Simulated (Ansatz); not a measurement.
## Relaxing NiO2

Level of theory: DFT r2SCAN, scalar-relativistic, plane waves, PAW in Ansatz 0.2.0. Cutoff 500 eV, Γ-centred k mesh, Gaussian smearing, no spin polarisation in the final step.

The start is a database structure of NiO2, space group R-3m (No. 166).

```yaml
crystal:
  lattice:
    - [1.40213, 0.80952, 6.97429]
    - [-1.40213, 0.80952, 6.97429]
    - [0.00000, -1.61904, 6.97429]
  atoms:
    - { symbol: Ni, position: [0.00000, 0.00000, 0.00000] }
    - { symbol: O, position: [0.62121, 0.62121, 0.62121] }
    - { symbol: O, position: [0.37879, 0.37879, 0.37879] }
```

Steps on the 6×6×6 mesh (3 atoms). 4 of 4 steps are shown, and the free energy counts from the last. Trial steps that were taken back and renewals of the plane-wave basis can be among the rows.

```json
{"step": "1", "ΔF (meV/atom)": "7.2", "V (Å³/atom)": "15.83", "P (GPa)": "-4.32", "largest force component (eV/Å)": "0.469"}
{"step": "2", "ΔF (meV/atom)": "2.1", "V (Å³/atom)": "15.65", "P (GPa)": "-2.46", "largest force component (eV/Å)": "0.280"}
{"step": "3", "ΔF (meV/atom)": "-0.3", "V (Å³/atom)": "15.44", "P (GPa)": "0.14", "largest force component (eV/Å)": "0.008"}
{"step": "4", "ΔF (meV/atom)": "0.0", "V (Å³/atom)": "15.44", "P (GPa)": "0.15", "largest force component (eV/Å)": "0.008"}
```

Steps on the 12×12×12 mesh (3 atoms). 9 of 20 steps are shown, and the free energy counts from the last.

```tsv
step	ΔF (meV/atom)	V (Å³/atom)	P (GPa)	largest force component (eV/Å)
1	4.0	15.44	0.16	0.011
6	3.7	15.07	-0.21	0.009
8	2.9	14.26	-0.42	0.016
10	1.7	13.46	-0.19	0.044
11	0.2	12.64	0.51	0.060
13	-0.4	12.29	-0.70	0.119
15	-2.0	11.38	0.57	0.087
18	0.0	11.48	-0.02	0.001
20	0.0	11.33	0.02	0.001
```

A final relaxation ran on a 12×12×12 mesh. The relaxed crystal, R-3m (No. 166):

Space group R-3m:H (No. 166). a = 2.774 Å, b = 2.774 Å, c = 15.303 Å, α = 90.00°, β = 90.00°, γ = 120.00°
```tsv
atom	site	symmetry	x	y	z
Ni	3a	-3m	0.0000	0.0000	0.0000
O	6c	3m	0.6667	0.3333	0.9385
```

| Property | Result |
| --- | --- |
| Volume per atom | 11.3 Å³ |
| Density | 4.4 g/cm³ |
| Energy over the elements | -0.878 eV/atom |
| Gap on the 12×12×12 mesh | 1.62 eV |

Formation energies are uncorrected and refer to the elements' standard structures at the same level (O₂ as a molecule).

The final run used a 12×12×12 mesh on its 3-atom cell and 0.02 eV smearing. No dispersion correction is applied, so the spacing between layers, chains or molecules is poorly fixed, and with it the volume and density.

A structure relaxed within its symmetry needn't be a true minimum.

Cost: 4 runs of about 19 core-minutes in all, on Arm Neoverse N1 (shared hosts).